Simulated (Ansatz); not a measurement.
**C3H4O: ionisation energy by level of theory**

An exercise on one series of results from a longer session: the logs are not shown, and one member is left open.

The runs use Ansatz 0.2.0, Gaussian basis; unrestricted cation, the program's frozen cores in correlated methods.

Levels to be run: UKS PBE-D4/def2-TZVPP; UKS r2SCAN-D4/def2-TZVPP; UKS PBE0-D4/def2-TZVPP; UKS B3LYP-D4/def2-TZVPP; UKS wB97X-V/def2-TZVPP; UKS wB97M-V/def2-TZVPP; UKS B2PLYP/def2-TZVPP; UHF-MP2/def2-TZVPP; UHF-MP2/def2-QZVPP; then −ε(HOMO) from the neutral's earlier runs with LDA (SPW92), PBE-D4, revPBE-D4, BLYP-D4, r2SCAN-D4, B97M-V, PBE0-D4, B3LYP-D4, r2SCANh-D4, r2SCAN0-D4, HSE06-D4, BHLYP-D4, CAM-B3LYP-D4, LC-ωPBE, ωB97X-V, ωB97M-V.

1 further run of the same task is left out (it didn't finish).

## The relaxed structure

All runs share one geometry, relaxed beforehand with PBE0-D4 in a triple-zeta def2 set.

8 atoms, charge 0, spin multiplicity 1.

Atoms are counted from 1 here; the program's logs count them from 0.

Bond lengths: C1–C2 1.469 Å, C1–H5 1.089 Å, C1–H6 1.093 Å, C1–H7 1.093 Å, C2–C3 1.350 Å, C2–O4 1.270 Å, C3–O4 1.817 Å, C3–H8 1.087 Å. Angles: C2–C1–H5 111.4°, C2–C1–H6 109.4°, C2–C1–H7 108.5°, H5–C1–H6 109.9°, H5–C1–H7 110.0°, H6–C1–H7 107.5°, C1–C2–C3 143.6°, C1–C2–O4 128.3°, C3–C2–O4 87.8°, C2–C3–O4 44.3°, C2–C3–H8 121.0°, O4–C3–H8 108.9°, C2–O4–C3 47.9°.

The first run:

File in.yaml:

```yaml
crystal:
  periodic: [false, false, false]
  atoms:
    - {symbol: C, position_ang: [-0.357447, 0.860876, -0.456152]}
    - {symbol: C, position_ang: [0.218590, -0.250604, 0.312734]}
    - {symbol: C, position_ang: [-0.015718, -1.505827, 0.750804]}
    - {symbol: O, position_ang: [1.274200, -0.254353, 1.019692]}
    - {symbol: H, position_ang: [-1.274614, 0.562122, -0.960941]}
    - {symbol: H, position_ang: [-0.559068, 1.699712, 0.214800]}
    - {symbol: H, position_ang: [0.381061, 1.196067, -1.188629]}
    - {symbol: H, position_ang: [0.425095, -2.365191, 0.251893]}
basis:
  gaussian: {orbitals: def2-TZVPP}
total_charge: 1
magnetization: {spin_polarized: true, initial_magnetization: 1}
hamiltonian: {xc: pbe, dispersion: d4}
```

Started as:

```sh
$ ansatz run in.yaml --threads 2 --pin off --events-out ev --progress --plain --max-ram 4352MiB
```

Steps of the session up to this table: Cation, UKS PBE-D4/def2-TZVPP; Cation, UKS r2SCAN-D4/def2-TZVPP; Cation, UKS PBE0-D4/def2-TZVPP; Cation, UKS B3LYP-D4/def2-TZVPP; Cation, UKS wB97X-V/def2-TZVPP; Cation, UKS wB97M-V/def2-TZVPP; Cation, UKS B2PLYP (frozen core)/def2-TZVPP; Cation, UHF-MP2/def2-TZVPP; Cation, UHF-MP2/def2-QZVPP.

One of the session's tables, all rows but one given; the rest of the session is left out.

It belongs to the step «Ionisation energies side by side». For comparison, −ε(HOMO) of the neutral from earlier runs:

```
  functional  −ε(HOMO) (eV)
 LDA (SPW92)           5.39
      PBE-D4           5.25
   revPBE-D4           5.19
     BLYP-D4           5.16
   r2SCAN-D4           5.48
      B97M-V           5.58
     PBE0-D4           6.53
    B3LYP-D4           6.35
  r2SCANh-D4           5.96
  r2SCAN0-D4           6.70
    HSE06-D4           6.13
    BHLYP-D4           7.77
CAM-B3LYP-D4           7.95
     LC-ωPBE           9.29
     ωB97X-V              ?
     ωB97M-V           8.83
```

**Question.** Estimate the row for ωB97X-V.

**Answer.** −ε(HOMO) (eV): 8.93. In the column «−ε(HOMO) (eV)» it lies between ωB97M-V (8.83) and LC-ωPBE (9.29).

To keep in mind: The cation may have settled in a state other than its lowest; no search over hole states beyond the program's own was made.
